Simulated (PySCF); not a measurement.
3-butenoic acid (SMILES C=CCC(=O)O)

Geometry:
```tsv
atom	x (Å)	y (Å)	z (Å)
C1	-2.140	0.473	0.142
C2	-1.059	-0.134	-0.346
C3	0.200	-0.369	0.424
C4	1.446	-0.050	-0.363
O5	1.506	0.076	-1.557
O6	2.520	0.049	0.431
H7	-2.170	0.860	1.165
H8	-3.039	0.605	-0.466
H9	-1.053	-0.497	-1.379
H10	0.289	-1.437	0.700
H11	0.219	0.185	1.375
H12	3.276	0.221	-0.151
```

Computed, not measured: GIAO B97-2/pcSseg-1 magnetisability, rotational g tensor and spin-rotation constants, non-relativistic, gas phase in PySCF 2.14.0. Geometry: PBE0-D3(BJ)/def2-SVP.

(1) Give the nuclear spin-rotation constants along the inertial axes (H = +C I·J) beside the isotropic shieldings.

(2) How do the rotational constants and the g tensor change when H7, H8, H9, H10, H11, H12 are replaced by deuterium?

Answers

(1) Rotational constants 9.0974, 2.0585, 1.7670 GHz. A star marks the isotopologue with that one atom substituted, in its own axes.
| atom | isotope | Caa (kHz) | Cbb (kHz) | Ccc (kHz) | mean (kHz) | σ (ppm) |
| --- | --- | --- | --- | --- | --- | --- |
| H7 | 1H | -0.850 | 0.114 | -0.146 | -0.294 | 26.1 |
| H8 | 1H | 0.103 | -0.049 | -0.188 | -0.044 | 26.0 |
| H9 | 1H | -0.838 | 0.149 | -0.142 | -0.277 | 25.0 |
| H10 | 1H | -0.919 | -0.194 | 0.049 | -0.355 | 28.2 |
| H11 | 1H | -0.944 | 0.016 | -0.131 | -0.353 | 28.5 |
| H12 | 1H | 0.195 | -0.115 | -0.232 | -0.051 | 25.8 |
| C1 | 13C* | 2.776 | 0.843 | 0.327 | 1.316 | 62.3 |
| C2 | 13C* | 3.139 | 0.923 | 0.335 | 1.466 | 46.3 |
| C3 | 13C* | 1.403 | 0.378 | 0.338 | 0.707 | 145.8 |
| C4 | 13C* | 4.718 | 0.713 | 0.476 | 1.969 | 12.1 |
| O5 | 17O* | -4.392 | -1.227 | -0.199 | -1.940 | -91.5 |
| O6 | 17O* | -1.699 | -0.568 | -0.356 | -0.874 | 123.8 |

For the geometry as given, no vibrational averaging.

(2) Constants 7.7213, 1.8120, 1.5664 GHz; g -0.0698, -0.0151, -0.0040, against -0.0819, -0.0171, -0.0045 before.
